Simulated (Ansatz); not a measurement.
Process, species as SMILES: [C]1=CC1 → [C-]1CC=1 (an electron is taken up)
B3LYP-D3(BJ)/def2-TZVP geometries, fixed; electronic energies without zero-point terms; positive where energy is released.

Basis-set convergence of the adiabatic electron affinity at PBE with Ansatz (a program for electronic structure). Cartesian d functions, on some or all atoms, in 6-31G*, 6-31+G*; all else is spherical. Open shells are unrestricted. No added dispersion term, no relativity. Functions are those of the species that has most. Reference: the value in aug-pcseg-3, 1.498 eV, itself unsure by roughly 0.012 eV (its mean distance from aug-cc-pVQZ, def2-QZVPPD). Deviations are taken from unrounded values.

```json
[
 {"basis": "6-31G*", "functions": "51", "adiabatic electron affinity (eV)": "0.672"},
 {"basis": "6-31+G*", "functions": "63", "adiabatic electron affinity (eV)": "1.480"},
 {"basis": "cc-pVDZ", "functions": "57", "adiabatic electron affinity (eV)": "0.971"},
 {"basis": "aug-cc-pVDZ", "functions": "96", "adiabatic electron affinity (eV)": "1.531"},
 {"basis": "def2-SVP", "functions": "57", "adiabatic electron affinity (eV)": "1.069"},
 {"basis": "def2-SVPD", "functions": "84", "adiabatic electron affinity (eV)": "1.429"},
 {"basis": "pcseg-1", "functions": "57", "adiabatic electron affinity (eV)": "1.196"},
 {"basis": "aug-pcseg-1", "functions": "96", "adiabatic electron affinity (eV)": "1.541"},
 {"basis": "6-311G**", "functions": "72", "adiabatic electron affinity (eV)": "1.097"},
 {"basis": "6-311+G**", "functions": "84", "adiabatic electron affinity (eV)": "1.500"},
 {"basis": "def2-TZVP", "functions": "111", "adiabatic electron affinity (eV)": "1.350"},
 {"basis": "def2-TZVPD", "functions": "138", "adiabatic electron affinity (eV)": "1.455"},
 {"basis": "cc-pVTZ", "functions": "132", "adiabatic electron affinity (eV)": "1.239"},
 {"basis": "aug-cc-pVTZ", "functions": "207", "adiabatic electron affinity (eV)": "1.496"},
 {"basis": "pcseg-2", "functions": "132", "adiabatic electron affinity (eV)": "1.407"},
 {"basis": "aug-pcseg-2", "functions": "207", "adiabatic electron affinity (eV)": "1.501"},
 {"basis": "def2-TZVPP", "functions": "135", "adiabatic electron affinity (eV)": "1.353"},
 {"basis": "def2-TZVPPD", "functions": "162", "adiabatic electron affinity (eV)": "1.453"},
 {"basis": "cc-pVQZ", "functions": "255", "adiabatic electron affinity (eV)": "1.355"},
 {"basis": "aug-cc-pVQZ", "functions": "378", "adiabatic electron affinity (eV)": "1.497"},
 {"basis": "def2-QZVPP", "functions": "261", "adiabatic electron affinity (eV)": "1.427"},
 {"basis": "def2-QZVPPD", "functions": "288", "adiabatic electron affinity (eV)": "1.474"},
 {"basis": "pcseg-3", "functions": "279", "adiabatic electron affinity (eV)": "1.479"},
 {"basis": "aug-pcseg-3", "functions": "402", "adiabatic electron affinity (eV)": "1.498"}
]
```

What the diffuse functions change, pair by pair:
- 6-31G* to 6-31+G*: 12 more functions, deviation -0.826 to -0.018 eV
- cc-pVDZ to aug-cc-pVDZ: 39 more functions, deviation -0.527 to 0.034 eV
- def2-SVP to def2-SVPD: 27 more functions, deviation -0.429 to -0.068 eV
- pcseg-1 to aug-pcseg-1: 39 more functions, deviation -0.301 to 0.044 eV
- 6-311G** to 6-311+G**: 12 more functions, deviation -0.400 to 0.003 eV
- def2-TZVP to def2-TZVPD: 27 more functions, deviation -0.148 to -0.042 eV
- cc-pVTZ to aug-cc-pVTZ: 75 more functions, deviation -0.259 to -0.002 eV
- pcseg-2 to aug-pcseg-2: 75 more functions, deviation -0.090 to 0.003 eV
- def2-TZVPP to def2-TZVPPD: 27 more functions, deviation -0.145 to -0.045 eV
- cc-pVQZ to aug-cc-pVQZ: 123 more functions, deviation -0.142 to -0.001 eV
- def2-QZVPP to def2-QZVPPD: 27 more functions, deviation -0.071 to -0.024 eV
- pcseg-3 to aug-pcseg-3: 123 more functions, deviation -0.019 to 0.000 eV

Leaving out the reference's own pair, they bring the value nearer the reference by more than 0.012 eV in 11 of 11 pairs.
